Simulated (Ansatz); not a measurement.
# HF with HCl: superposition error and deformation, part 2 of 3

Ansatz 0.2.0, Gaussian basis.

### Step 10. revPBE-D4/def2-TZVPPD

The inputs:

a/in.yaml

```yaml
crystal:
  periodic: [false, false, false]
  atoms:
    - {symbol: F, position_ang: [0.483170, 0.091358, -1.143179]}
    - {symbol: H, position_ang: [-0.261224, 0.121597, -1.687007]}
basis:
  gaussian: {orbitals: "def2-TZVPPD.json"}
hamiltonian: {xc: {name: revPBE}, dispersion: d4}
```

b/in.yaml

```yaml
crystal:
  periodic: [false, false, false]
  atoms:
    - {symbol: Cl, position_ang: [-0.364986, -0.153649, 2.003735]}
    - {symbol: H, position_ang: [0.142940, -0.059405, 0.826451]}
basis:
  gaussian: {orbitals: "def2-TZVPPD.json"}
hamiltonian: {xc: {name: revPBE}, dispersion: d4}
```

Each run has its own folder and the same command.

Started as:

```bash
$ ansatz run in.yaml --threads 2 --pin off --events-out ev --progress --plain --max-ram 5222MiB
```

a printed (excerpt; [...] marks lines left out):

```text
Functional definition: revPBE
  name "revPBE"
  cite "Zhang & Yang, Phys. Rev. Lett. 80, 890 (1998) doi:10.1103/PhysRevLett.80.890"
  cite "Perdew, Burke & Ernzerhof, Phys. Rev. Lett. 77, 3865 (1996) doi:10.1103/PhysRevLett.77.3865"
[...]
256 factors; their error is unknown
[...]
mean field -2733.67958407 eV, -100.4608717599 hartree, gradient 5.1e-6 eV, S^2 0.000000; 0 other end points of the search recorded, 0 dependent functions left out
reference -2733.67963095 eV, -100.4608734827 hartree; 5, 5 occupied and 52, 52 virtual orbitals, 256 factors
Total energy: -2733.68905785 eV, -100.4612199150 hartree
```

Log of b (excerpt; [...] marks lines left out):

```text
[... 4 set-up lines as earlier in the session ...]
[...]
383 factors; their error is unknown
[...]
mean field -12537.31077535 eV, -460.7376728998 hartree, gradient 5.6e-5 eV, S^2 0.000000; 0 other end points of the search recorded, 0 dependent functions left out
reference -12537.31083611 eV, -460.7376751325 hartree; 9, 9 occupied and 59, 59 virtual orbitals, 383 factors
Total energy: -12537.33405834 eV, -460.7385285339 hartree
```

They took 0.2 s (a), 0.25 s (b) on 2 threads, shared host.

### Step 11. B97M-V/def2-TZVPPD

Each input of step 10 (a, b) changes in the same lines:

```diff
-hamiltonian: {xc: {name: revPBE}, dispersion: d4}
+hamiltonian: {xc: {name: B97M-V}}
```

The same command starts each run, in its folder.

Started as:

```bash
$ ansatz run in.yaml --threads 2 --pin off --events-out ev --progress --plain --max-ram 5222MiB
```

Log of a (excerpt; [...] marks lines left out):

```text
Functional definition: B97M-V
  name "B97M-V"
  cite "Mardirossian & Head-Gordon, J. Chem. Phys. 142, 074111 (2015) doi:10.1063/1.4907719"
[... 2 set-up lines as earlier in the session ...]
  # Of w^i u^j: cxij and so on, Table III.
[...]
  gx(w, u) = cx00 + cx01*u + cx02*u^2 + (cx10 + cx11*u)*w
[...]
  gos(w, u) = cos00 + cos01*u + cos03*u^3 + cos10*w + cos32*w^3*u^2
[...]
      + integral(e_c_pw_mod_opposite_spin*gos(b97_w_opposite, b97_u_opposite)) + vv10(b, c)
256 factors; their error is unknown
[...]
mean field -2733.45828094 eV, -100.4527390201 hartree, gradient 4.1e-5 eV, S^2 0.000000; 0 other end points of the search recorded, 0 dependent functions left out
reference -2733.45833566 eV, -100.4527410308 hartree; 5, 5 occupied and 52, 52 virtual orbitals, 256 factors
Total energy: -2733.45833566 eV, -100.4527410308 hartree
```

b printed (excerpt; [...] marks lines left out):

```text
[... 5 set-up lines as earlier in the session ...]
  # Of w^i u^j: cxij and so on, Table III.
[...]
  gx(w, u) = cx00 + cx01*u + cx02*u^2 + (cx10 + cx11*u)*w
[...]
  gos(w, u) = cos00 + cos01*u + cos03*u^3 + cos10*w + cos32*w^3*u^2
[...]
      + integral(e_c_pw_mod_opposite_spin*gos(b97_w_opposite, b97_u_opposite)) + vv10(b, c)
383 factors; their error is unknown
[...]
mean field -12536.26205806 eV, -460.6991332500 hartree, gradient 4.0e-5 eV, S^2 0.000000; 0 other end points of the search recorded, 0 dependent functions left out
reference -12536.26212915 eV, -460.6991358624 hartree; 9, 9 occupied and 59, 59 virtual orbitals, 383 factors
Total energy: -12536.26212915 eV, -460.6991358624 hartree
```

Wall times: 0.55 s (a), 1 s (b) on 2 threads, shared host.

### Step 12. HSE06-D4/def2-TZVPPD

Each input of step 11 (a, b) changes in the same lines:

```diff
-hamiltonian: {xc: {name: B97M-V}}
+hamiltonian: {xc: hse06, dispersion: d4}
```

The same command starts each run, in its folder.

Started as:

```bash
$ ansatz run in.yaml --threads 2 --pin off --events-out ev --progress --plain --max-ram 5222MiB
```

Log of a (excerpt; [...] marks lines left out):

```text
Functional definition: HSE06
  name "HSE06"
  cite "Heyd, Scuseria & Ernzerhof, J. Chem. Phys. 118, 8207 (2003) doi:10.1063/1.1564060"
  cite "Krukau, Vydrov, Izmaylov & Scuseria, J. Chem. Phys. 125, 224106 (2006) doi:10.1063/1.2404663"
  cite "Heyd & Scuseria, J. Chem. Phys. 120, 7274 (2004) doi:10.1063/1.1668634"
  cite "Ernzerhof & Perdew, J. Chem. Phys. 109, 3313 (1998) doi:10.1063/1.476928"
[...]
256 factors; their error is unknown
24 factors; integrals over basis functions are off by at most 5.9e-5 eV
[...]
mean field -2731.80991430 eV, -100.3921626634 hartree, gradient 4.1e-5 eV, S^2 0.000000; 0 other end points of the search recorded, 0 dependent functions left out
reference -2731.80995169 eV, -100.3921640372 hartree; 5, 5 occupied and 52, 52 virtual orbitals, 256 factors
Total energy: -2731.81130973 eV, -100.3922139444 hartree
```

b printed (excerpt; [...] marks lines left out):

```text
[... 6 set-up lines as earlier in the session ...]
[...]
393 factors; their error is unknown
31 factors; integrals over basis functions are off by at most 1.5e-4 eV
[...]
mean field -12535.16234911 eV, -460.6587196915 hartree, gradient 8.5e-5 eV, S^2 0.000000; 0 other end points of the search recorded, 0 dependent functions left out
reference -12535.16239605 eV, -460.6587214166 hartree; 9, 9 occupied and 59, 59 virtual orbitals, 393 factors
Total energy: -12535.16657411 eV, -460.6588749574 hartree
```

Times: 0.25 s (a), 0.4 s (b) on 2 threads, shared host.

### Step 13. CCSD(T)/def2-TZVPPD

The same edit goes into each in.yaml of step 12 (a, b):

```diff
-hamiltonian: {xc: hse06, dispersion: d4}
+correlation: {method: ccsd_t}
```

The same command starts each run, in its folder.

Started as:

```bash
$ ansatz run in.yaml --threads 2 --pin off --events-out ev --progress --plain --max-ram 5222MiB
```

a printed (excerpt; [...] marks lines left out):

```text
Functional definition: HF
  name "HF"
  cite "Fock, Z. Phys. 61, 126 (1930) doi:10.1007/BF01340294"
[... 1 set-up line as earlier in the session ...]
[...]
352 factors; integrals over basis functions are off by at most 1.1e-3 eV
[...]
mean field -2722.93647133 eV, -100.0660696486 hartree, gradient 1.6e-6 eV, S^2 0.000000; 0 other end points of the search recorded, 0 dependent functions left out
1 core orbitals not correlated: weight in the atoms' cores, before any rotation towards them, 1.000 or more for the frozen orbitals, at most 0.000 for the correlated occupied ones
reference -2722.93647133 eV, -100.0660696486 hartree; 4, 4 occupied and 52, 52 virtual orbitals, 352 factors
second order -7.43741176 eV of doubles, -0.00000000 eV of singles
cycle   1  -7.34462268 eV  change    9.3e-2 eV  update   4.7e-2
[...]
cycle   9  -7.49151626 eV  change    2.0e-6 eV  update   1.5e-6
perturbative correction -0.18515934 eV, -0.0068044801 hartree
Total energy: -2730.61314692 eV, -100.3481822731 hartree
```

Log of b (excerpt; [...] marks lines left out):

```text
[... 4 set-up lines as earlier in the session ...]
[...]
386 factors; integrals over basis functions are off by at most 1.1e-3 eV
[...]
mean field -12519.95257630 eV, -460.0997708503 hartree, gradient 2.6e-6 eV, S^2 0.000000; 0 other end points of the search recorded, 0 dependent functions left out
5 core orbitals not correlated: weight in the atoms' cores, before any rotation towards them, 1.000 or more for the frozen orbitals, at most 0.000 for the correlated occupied ones
reference -12519.95257630 eV, -460.0997708503 hartree; 4, 4 occupied and 59, 59 virtual orbitals, 386 factors
second order -5.58203755 eV of doubles, -0.00000000 eV of singles
cycle   1  -5.99638453 eV  change   -4.1e-1 eV  update   4.0e-2
[...]
cycle   8  -6.13949650 eV  change    1.1e-6 eV  update   3.3e-6
perturbative correction -0.22644613 eV, -0.0083217416 hartree
Total energy: -12526.31851892 eV, -460.3337149267 hartree
```

Wall times: 0.3 s (a), 0.35 s (b) on 2 threads, shared host.

### Step 14. Relaxing HF alone

relax-a/in.yaml reads:

```yaml
crystal:
  periodic: [false, false, false]
  atoms:
    - {symbol: F, position_ang: [0.483170, 0.091358, -1.143179]}
    - {symbol: H, position_ang: [-0.261224, 0.121597, -1.687007]}
basis:
  gaussian: {orbitals: def2-TZVP}
hamiltonian: {xc: pbe0, dispersion: d4}
relax: {f_tol: 0.005, max_steps: 200}
```

Started as:

```bash
$ ansatz run in.yaml --threads 2 --pin off --events-out ev --progress --plain --max-ram 5222MiB
```

Standard output (excerpt; [...] marks lines left out):

```text
[... 5 set-up lines as earlier in the session ...]
[...]
200 factors; their error is unknown
[...]
mean field -2731.80153574 eV, -100.3918547568 hartree, gradient 6.9e-6 eV, S^2 0.000000; 0 other end points of the search recorded, 0 dependent functions left out
[...]
reference -2731.80170841 eV, -100.3918611022 hartree; 5, 5 occupied and 32, 32 virtual orbitals, 200 factors
Total energy: -2731.80322170 eV, -100.3919167147 hartree
Atom 0 at     0.482230     0.091396    -1.143866 Å, force     0.000136    -0.000006     0.000100 eV/Å
Atom 1 at    -0.260284     0.121559    -1.686320 Å, force    -0.000136     0.000006    -0.000100 eV/Å
Dipole moment:    -0.323479     0.013140    -0.236322 e Å
```

Wall time 0.55 s (2 threads, shared host).

Along the way:

```
step  energy from step 1 (eV)  largest force component (eV/Å)
   1                   0.0000                          0.1131
   2                  -0.0002                          0.0227
   3                  -0.0002                          0.0001
```

The bond:

```
 bond  before (Å)  after (Å)  change (Å)
F1–H2       0.922      0.920      -0.002
```

### Step 15. Relaxing HCl alone

relax-b/in.yaml reads:

```yaml
crystal:
  periodic: [false, false, false]
  atoms:
    - {symbol: Cl, position_ang: [-0.364986, -0.153649, 2.003735]}
    - {symbol: H, position_ang: [0.142940, -0.059405, 0.826451]}
basis:
  gaussian: {orbitals: def2-TZVP}
hamiltonian: {xc: pbe0, dispersion: d4}
relax: {f_tol: 0.005, max_steps: 200}
```

Started as:

```bash
$ ansatz run in.yaml --threads 2 --pin off --events-out ev --progress --plain --max-ram 5222MiB
```

Standard output (excerpt; [...] marks lines left out):

```text
[... 5 set-up lines as earlier in the session ...]
[...]
312 factors; their error is unknown
[...]
mean field -12535.31572025 eV, -460.6643559770 hartree, gradient 4.2e-5 eV, S^2 0.000000; 0 other end points of the search recorded, 0 dependent functions left out
[...]
reference -12535.31647376 eV, -460.6643836680 hartree; 9, 9 occupied and 34, 34 virtual orbitals, 312 factors
Total energy: -12535.32105164 eV, -460.6645519021 hartree
Atom 0 at    -0.363643    -0.153400     2.000621 Å, force    -0.000386    -0.000072     0.000895 eV/Å
Atom 1 at     0.141597    -0.059654     0.829565 Å, force     0.000386     0.000072    -0.000895 eV/Å
Dipole moment:     0.103750     0.019251    -0.240475 e Å
```

It took 0.81 s on 2 threads, shared host.

The steps of the relaxation:

```
step  energy from step 1 (eV)  largest force component (eV/Å)
   1                   0.0000                          0.1970
   2                  -0.0006                          0.0804
   3                  -0.0007                          0.0009
```

The bond:

```
  bond  before (Å)  after (Å)  change (Å)
Cl1–H2       1.286      1.279      -0.007
```

### Step 16. PBE-D4/def2-TZVPPD

free-a/in.yaml reads:

```yaml
crystal:
  periodic: [false, false, false]
  atoms:
    - {symbol: F, position_ang: [0.482230, 0.091396, -1.143866]}
    - {symbol: H, position_ang: [-0.260284, 0.121559, -1.686320]}
basis:
  gaussian: {orbitals: "def2-TZVPPD.json"}
hamiltonian: {xc: pbe, dispersion: d4}
```

free-b/in.yaml reads:

```yaml
crystal:
  periodic: [false, false, false]
  atoms:
    - {symbol: Cl, position_ang: [-0.363643, -0.153400, 2.000621]}
    - {symbol: H, position_ang: [0.141597, -0.059654, 0.829565]}
basis:
  gaussian: {orbitals: "def2-TZVPPD.json"}
hamiltonian: {xc: pbe, dispersion: d4}
```

Each run has its own folder and the same command.

Started as:

```bash
$ ansatz run in.yaml --threads 2 --pin off --events-out ev --progress --plain --max-ram 5222MiB
```

Output in free-a (excerpt; [...] marks lines left out):

```text
[... 4 set-up lines as earlier in the session ...]
[...]
256 factors; their error is unknown
[...]
mean field -2731.92963394 eV, -100.3965622788 hartree, gradient 3.7e-5 eV, S^2 0.000000; 0 other end points of the search recorded, 0 dependent functions left out
reference -2731.92967165 eV, -100.3965636648 hartree; 5, 5 occupied and 52, 52 virtual orbitals, 256 factors
Total energy: -2731.93156554 eV, -100.3966332639 hartree
```

free-b printed (excerpt; [...] marks lines left out):

```text
[... 4 set-up lines as earlier in the session ...]
[...]
383 factors; their error is unknown
[...]
mean field -12534.35578966 eV, -460.6290791787 hartree, gradient 5.2e-5 eV, S^2 0.000000; 0 other end points of the search recorded, 0 dependent functions left out
reference -12534.35583841 eV, -460.6290809701 hartree; 9, 9 occupied and 59, 59 virtual orbitals, 383 factors
Total energy: -12534.36149955 eV, -460.6292890129 hartree
```

Wall times: 0.15 s (free-a), 0.25 s (free-b) on 2 threads, shared host.

### Step 17. r2SCAN-D4/def2-TZVPPD

Each input of step 16 (free-a, free-b) changes in the same lines:

```diff
-hamiltonian: {xc: pbe, dispersion: d4}
+hamiltonian: {xc: r2scan, dispersion: d4}
```

The same command starts each run, in its folder.

Started as:

```bash
$ ansatz run in.yaml --threads 2 --pin off --events-out ev --progress --plain --max-ram 5222MiB
```

Log of free-a (excerpt; [...] marks lines left out):

```text
[... 5 set-up lines as earlier in the session ...]
[...]
256 factors; their error is unknown
[...]
mean field -2733.34937831 eV, -100.4487369222 hartree, gradient 7.1e-6 eV, S^2 0.000000; 0 other end points of the search recorded, 0 dependent functions left out
reference -2733.34939141 eV, -100.4487374035 hartree; 5, 5 occupied and 52, 52 virtual orbitals, 256 factors
Total energy: -2733.34984894 eV, -100.4487542176 hartree
```

free-b printed (excerpt; [...] marks lines left out):

```text
[... 5 set-up lines as earlier in the session ...]
[...]
383 factors; their error is unknown
[...]
mean field -12538.65085320 eV, -460.7869198523 hartree, gradient 4.4e-6 eV, S^2 0.000000; 0 other end points of the search recorded, 0 dependent functions left out
reference -12538.65087018 eV, -460.7869204764 hartree; 9, 9 occupied and 59, 59 virtual orbitals, 383 factors
Total energy: -12538.65213613 eV, -460.7869669989 hartree
```

Wall times: 0.5 s (free-a), 0.7 s (free-b) on 2 threads, shared host.

### Step 18. PBE0-D4/def2-TZVPPD

The same edit goes into each in.yaml of step 17 (free-a, free-b):

```diff
-hamiltonian: {xc: r2scan, dispersion: d4}
+hamiltonian: {xc: pbe0, dispersion: d4}
+output: {orbitals: {seedname: orbitals}}
```

One command serves all of them, each in its own folder.

Started as:

```bash
$ ansatz run in.yaml --threads 2 --pin off --events-out ev --progress --plain --max-ram 5222MiB
```

free-a printed (excerpt; [...] marks lines left out):

```text
[... 5 set-up lines as earlier in the session ...]
[...]
256 factors; their error is unknown
[...]
mean field -2731.92136347 eV, -100.3962583446 hartree, gradient 2.9e-5 eV, S^2 0.000000; 0 other end points of the search recorded, 0 dependent functions left out
reference -2731.92139160 eV, -100.3962593784 hartree; 5, 5 occupied and 52, 52 virtual orbitals, 256 factors
Total energy: -2731.92290489 eV, -100.3963149908 hartree
```

Output in free-b (excerpt; [...] marks lines left out):

```text
[... 5 set-up lines as earlier in the session ...]
[...]
393 factors; their error is unknown
[...]
mean field -12535.37950662 eV, -460.6667000830 hartree, gradient 1.8e-5 eV, S^2 0.000000; 0 other end points of the search recorded, 0 dependent functions left out
reference -12535.37954203 eV, -460.6667013841 hartree; 9, 9 occupied and 59, 59 virtual orbitals, 393 factors
Total energy: -12535.38411991 eV, -460.6668696182 hartree
```

They took 0.2 s (free-a), 0.3 s (free-b) on 2 threads, shared host.

### Step 19. B3LYP-D4/def2-TZVPPD

Each input of step 18 (free-a, free-b) changes in the same lines:

```diff
-hamiltonian: {xc: pbe0, dispersion: d4}
-output: {orbitals: {seedname: orbitals}}
+hamiltonian: {xc: {name: B3LYP}, dispersion: d4}
```

Each run has its own folder and the same command.

Started as:

```bash
$ ansatz run in.yaml --threads 2 --pin off --events-out ev --progress --plain --max-ram 5222MiB
```

Output in free-a (excerpt; [...] marks lines left out):

```text
[... 6 set-up lines as earlier in the session ...]
[...]
256 factors; their error is unknown
[...]
mean field -2734.61342550 eV, -100.4951897996 hartree, gradient 8.3e-5 eV, S^2 0.000000; 0 other end points of the search recorded, 0 dependent functions left out
reference -2734.61360077 eV, -100.4951962407 hartree; 5, 5 occupied and 52, 52 virtual orbitals, 256 factors
Total energy: -2734.61659048 eV, -100.4953061106 hartree
```

free-b printed (excerpt; [...] marks lines left out):

```text
[... 6 set-up lines as earlier in the session ...]
[...]
393 factors; their error is unknown
[...]
mean field -12540.03387595 eV, -460.8377450011 hartree, gradient 2.3e-5 eV, S^2 0.000000; 0 other end points of the search recorded, 0 dependent functions left out
reference -12540.03407847 eV, -460.8377524433 hartree; 9, 9 occupied and 59, 59 virtual orbitals, 393 factors
Total energy: -12540.04326504 eV, -460.8380900437 hartree
```

Times: 0.2 s (free-a), 0.4 s (free-b) on 2 threads, shared host.

(Part 2 of 3 ends here.)
